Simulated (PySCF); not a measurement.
Distances in Å between the heavy atoms of a computed structure (PBE0-D3(BJ)/def2-SVP; lower triangle, same order across):
```
C1    0.00
C2    1.33  0.00
C3    2.50  1.50  0.00
F4    2.73  2.36  1.37  0.00
C5    3.56  2.48  1.50  2.36  0.00
C6    4.37  3.55  2.50  2.73  1.33  0.00
```

Hydrogens: 2 on C1, 1 on C2, 1 on C3, 1 on C5, 2 on C6.

Neutral, closed shell.

(1) Which heavy atoms are bonded, and with what formal order?

(2) Which species is it?

(3) Describe the place of each heavy atom.

## Answers

(1) C1–C2 (double); C2–C3 (single); C3–F4 (single); C3–C5 (single); C5–C6 (double).

(2) `C=CC(F)C=C`, C5H7F. Among its features: C=C double bond and C–F bond.

(3) C1/C6: terminal =CH2 carbon; C2/C5: alkene CH carbon; C3: sp3 C–F carbon; F4: alkyl fluorine.

The values belong to the conformer `[CH2:1]=[CH:2][CH:3]([F:4])[CH:5]=[CH2:6]`: C1–C2–C3–F4 1°, C2–C3–C5–C6 121°.
